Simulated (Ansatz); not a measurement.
Basis-set extrapolation for CHFO, SMILES `O=CF` (PBE0-D4/def2-TZVP geometry, frozen core, Ansatz). Multiplicity 1, RHF reference.

|  | def2-TZVPP | def2-QZVPP |
| --- | --- | --- |
| HF | -212.843958 | -212.853451 |
| MP2 correlation | -0.634082 | -0.686956 |
| CCSD(T) correlation | -0.661469 | -0.711839 |

Energies in hartree. Use E(X) = E(∞) + A·exp(−7.88·√X) for Hartree–Fock and E(X) = E(∞) + B·X^(−2.97) for correlation, with X = 3 and 4.

**Question.** What is the CCSD(T) energy at the basis-set limit?

**Answer.** HF limit: -212.853451 + (-0.009493) × 0.13774 = -212.85476. Correlation limit: -0.711839 + (-0.050370) × 0.74074 = -0.74915. Total: -213.60391 hartree, 61.8 kcal/mol below CCSD(T)/def2-TZVPP.
